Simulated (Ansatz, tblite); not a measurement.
**[B(NMe2)H3]- (C2H9BN−): a ladder of methods and basis sets**

How do method and basis change the picture of [B(NMe2)H3]- (C2H9BN−) (singlet)?

Program: Ansatz 0.2.0, Gaussian basis. Level of theory: as each input shows. These are calculated values, not measurements.

The runs, in order: GFN1-xTB, GFN2-xTB, PBE-D4/def2-TZVPD, r2SCAN-D4/def2-TZVPD, HF/def2-TZVPD, LC-ωPBE/def2-TZVPD, PBE-QIDH/def2-TZVPD, BHLYP-D4/def2-TZVPD, LDA/def2-TZVPD, BLYP-D4/def2-TZVPD, CAM-B3LYP-D4/def2-TZVPD, PBE+5HF/def2-TZVPD, PBE+10HF/def2-TZVPD, PBE+15HF/def2-TZVPD, PBE+35HF/def2-TZVPD, PBE+50HF/def2-TZVPD, PBE-D4/def2-SVPD, PBE0-D4/def2-SVPD, HF/STO-3G, HF/6-31G, B3LYP-D4/6-31G, CCSD(T)/def2-TZVPD, RPA/def2-TZVPD.

## 1. The relaxed structure

The singlet was relaxed beforehand with PBE0-D4/def2-SVPD.

13 atoms, charge -1, spin multiplicity 1.

Bond lengths: B1–N2 1.549 Å, B1–H11 1.247 Å, B1–H12 1.247 Å, B1–H13 1.267 Å, N2–C3 1.428 Å, N2–C4 1.428 Å, C3–H5 1.111 Å, C3–H6 1.101 Å, C3–H7 1.123 Å, C4–H8 1.101 Å, C4–H9 1.123 Å, C4–H10 1.111 Å. Angles: N2–B1–H11 110.0°, N2–B1–H12 110.0°, N2–B1–H13 110.3°, H11–B1–H12 110.0°, H11–B1–H13 108.3°, H12–B1–H13 108.3°, B1–N2–C3 113.5°, B1–N2–C4 113.5°, C3–N2–C4 110.6°, N2–C3–H5 111.8°, N2–C3–H6 110.1°, N2–C3–H7 113.1°, H5–C3–H6 108.2°, H5–C3–H7 106.6°, H6–C3–H7 106.7°, N2–C4–H8 110.1°, N2–C4–H9 113.1°, N2–C4–H10 111.8° and more.

The ion is computed in the gas phase, without counter-ions or solvent.

PBE0-D4/def2-TZVPD was run before; its log isn't repeated, and its numbers join the tables.

## 2. GFN1-xTB

Tight binding, by tblite at 300 K electronic temperature and without a spin-polarisation term:

```python
tblite.interface.Calculator('GFN1-xTB', numbers, positions, charge=-1, uhf=0).singlepoint()
```

Energy -376.6666 eV, HOMO -3.84 eV, LUMO 1.52 eV; 0.005 s.

## 3. GFN2-xTB

Tight binding, by tblite at 300 K electronic temperature and without a spin-polarisation term:

```python
tblite.interface.Calculator('GFN2-xTB', numbers, positions, charge=-1, uhf=0).singlepoint()
```

Energy -359.6362 eV, HOMO -3.44 eV, LUMO 7.52 eV; 0.003 s.

## 4. PBE-D4/def2-TZVPD

start.molden holds the orbitals of an earlier run on this state, given as this run's starting guess.

The input, in.yaml:

```yaml
crystal:
  periodic: [false, false, false]
  atoms:
    - {symbol: B, position_ang: [-0.029496, -0.060719, -1.462753]}
    - {symbol: N, position_ang: [0.219400, 0.408464, -0.007443]}
    - {symbol: C, position_ang: [1.086603, -0.455677, 0.728502]}
    - {symbol: C, position_ang: [-0.982165, 0.655921, 0.724255]}
    - {symbol: H, position_ang: [1.338463, -0.035552, 1.725524]}
    - {symbol: H, position_ang: [2.025078, -0.611557, 0.174219]}
    - {symbol: H, position_ang: [0.645369, -1.472681, 0.910351]}
    - {symbol: H, position_ang: [-1.627882, 1.352459, 0.167355]}
    - {symbol: H, position_ang: [-1.587858, -0.272820, 0.904902]}
    - {symbol: H, position_ang: [-0.773834, 1.098453, 1.721633]}
    - {symbol: H, position_ang: [1.057318, -0.196137, -2.058307]}
    - {symbol: H, position_ang: [-0.743550, 0.767778, -2.060950]}
    - {symbol: H, position_ang: [-0.627465, -1.177921, -1.467297]}
basis:
  gaussian: {orbitals: def2-TZVPD, initial_orbitals: start.molden}
total_charge: -1
hamiltonian: {xc: pbe, dispersion: d4}
scf: {omitted_lower_state_checks: [starts]}
output: {forces: true, orbitals: {seedname: orbitals}}
```

On the command line:

```sh
$ ansatz run in.yaml --threads 4 --pin off --events-out ev --progress --plain --max-ram 3916MiB
```

The runs that follow: r2SCAN-D4/def2-TZVPD; HF/def2-TZVPD; LC-ωPBE/def2-TZVPD; PBE-QIDH/def2-TZVPD; BHLYP-D4/def2-TZVPD; LDA/def2-TZVPD; BLYP-D4/def2-TZVPD; CAM-B3LYP-D4/def2-TZVPD; PBE+5HF/def2-TZVPD; PBE+10HF/def2-TZVPD; PBE+15HF/def2-TZVPD; PBE+35HF/def2-TZVPD; PBE+50HF/def2-TZVPD; PBE-D4/def2-SVPD; PBE0-D4/def2-SVPD; HF/STO-3G; HF/6-31G; B3LYP-D4/6-31G; CCSD(T)/def2-TZVPD; RPA/def2-TZVPD.

**Question.** What will the summary of the whole plan be? Wanted: gap in def2-TZVPD, named functionals and Hartree-Fock, smallest and largest; gap over the share of exact exchange; correlation energy, CCSD(T)/def2-TZVPD; PBE0 total energy, smallest basis above largest.

**Answer**, as computed:

| quantity | value |
| --- | --- |
| gap in def2-TZVPD, named functionals and Hartree-Fock, smallest and largest | 2.56 eV (BLYP-D4), 8.48 eV (HF) |
| gap over the share of exact exchange | 2.62 eV at 0, 5.94 eV at 0.5 |
| correlation energy, CCSD(T)/def2-TZVPD | -21.42 eV |
| PBE0 total energy, smallest basis above largest | 4.48 eV (def2-SVPD, def2-TZVPD) |

**Reading.** Orbital gaps of the named functionals and Hartree-Fock in def2-TZVPD span 2.56 eV (BLYP-D4) to 8.48 eV (HF); exact exchange widens it. Raising the share of exact exchange from 0 to 0.5 moves the HOMO by -2.39 eV and the LUMO by +0.94 eV. LDA, PBE-D4, BLYP-D4, r2SCAN-D4 put the HOMO above zero; others here keep it below zero, so the sign hangs on the functional's self-interaction and doesn't show that the species is unbound.
